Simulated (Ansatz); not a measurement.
## Ansatz (development build ahead of 0.2.0) run

```yaml
crystal:
  periodic: [false, false, false]
  atoms:
    - { symbol: C, position_ang: [-0.25313, 0.945, -0.86967] }
    - { symbol: C, position_ang: [-0.02601, 0.05227, 0.00586] }
    - { symbol: C, position_ang: [0.26509, -0.97136, 0.86273] }
    - { symbol: H, position_ang: [-1.2104, 0.98612, -1.40238] }
    - { symbol: H, position_ang: [0.50381, 1.69118, -1.09679] }
    - { symbol: H, position_ang: [0.47547, -0.85746, 1.92971] }
    - { symbol: H, position_ang: [0.36352, -2.0415, 0.61382] }
basis:
  gaussian: { orbitals: def2-SVP }
total_charge: 1
magnetization:
  spin_polarized: true
  initial_magnetization: 1
hamiltonian:
  xc: hf
correlation:
  method: mp2
  frozen_orbitals: { C: 1, H: 0 }
output:
  forces: true
```

The input is written out in the form of the current development build from the run's settings.

The run gave:

| Quantity | Value |
| --- | --- |
| Converged | yes |
| Reference energy | -115.46314 hartree |
| Correlation energy | -0.34288 hartree |
| Total energy | -115.80603 hartree |
| Spin squared of the determinant | 0.815 |
| Stability test | minimum |

Forces (eV/Å):
| atom | Fx | Fy | Fz |
| --- | --- | --- | --- |
| C1 | -0.442 | 0.565 | -0.566 |
| C2 | 0.413 | -1.500 | 0.914 |
| C3 | 0.187 | -0.537 | 0.470 |
| H4 | -0.122 | -0.046 | -0.181 |
| H5 | 0.295 | 0.489 | -0.042 |
| H6 | 0.036 | 0.763 | 0.151 |
| H7 | -0.366 | 0.266 | -0.746 |

Caution: MP2 on this radical cation hangs on the determinant chosen.
